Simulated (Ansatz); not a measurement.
Cl–B–PH⁺, doublet in cc-pVDZ: errors against UCCSDT(Q)

Geometry: that of the Cl–B–PH, singlet, kept fixed.

```xyz
4

Cl    0.0000   -0.2808    1.9376
B     0.0000   -0.3505    0.2476
P     0.0000   -0.3284   -1.4586
H     0.0000    0.9596   -0.7266
```

Basis cc-pVDZ; Ansatz 0.2.0. Correlated methods freeze the noble-gas cores, which leaves 15 electrons in 44 orbitals. Prefix R: restricted or restricted open-shell reference; prefix U: unrestricted.

Full CI isn't at hand for all of this; UCCSDT(Q) serves as the reference, and is uncertain by about the last step of the cluster series. The frozen core follows each run's orbitals, which can shift R against U totals by a few meV.

For open shells CISD is restricted-active-space CI with the open shells as a complete middle space.

```
UHF ⟨S²⟩                          : 0.761
T1 diagnostic (RCCSD)             : 0.0222
largest doubles amplitude (RCCSD) : 0.038
T1 diagnostic (UCCSD)             : 0.0210
```

```csv
level,E − E(RHF) (eV)
UHF,-0.0933
RMP2,-8.2245
UMP2,-8.2086
RCCSD,-9.1766
UCCSD,-9.1790
RCCSD(T),-9.5221
UCCSD(T),-9.5218
```

**Question.** Estimate how far UCCSDT(Q) in cc-pVDZ lies from RCCSD(T). The table doesn't fix it; the size of (T) and the diagnostics are the guide.

**Answer.** UCCSDT(Q) in cc-pVDZ lies 60 meV below RCCSD(T), which is 18 % of the (T) step (-346 meV). The diagnostics are small and the rest is a small part of (T), but (T) is large here. The miss exceeds 1 kcal/mol.

The other levels:

```json
{"level": "CISD", "E − E(UCCSDT(Q)) (meV)": "1393", "share of correlation (%)": "85.47", "wall time": "8 s"}
{"level": "BCCD(T)", "E − E(UCCSDT(Q)) (meV)": "57", "share of correlation (%)": "99.40", "wall time": "4.5 s"}
{"level": "RCCSDT", "E − E(UCCSDT(Q)) (meV)": "23", "share of correlation (%)": "99.76", "wall time": "–"}
{"level": "UCCSDT", "E − E(UCCSDT(Q)) (meV)": "23", "share of correlation (%)": "99.76", "wall time": "–"}
{"level": "RCCSDT(Q)", "E − E(UCCSDT(Q)) (meV)": "5", "share of correlation (%)": "99.95", "wall time": "3.2 min"}
```

The correlation energy at UCCSDT(Q), counted from RHF, is -9.583 eV. That run took 2.7 min on 1 thread of Arm Neoverse V1, shared host.

Times hold each run's SCF and search for its determinant on a shared host, so for small cases they say little of a method's own cost; they ran on 1 thread of Arm Neoverse V1.
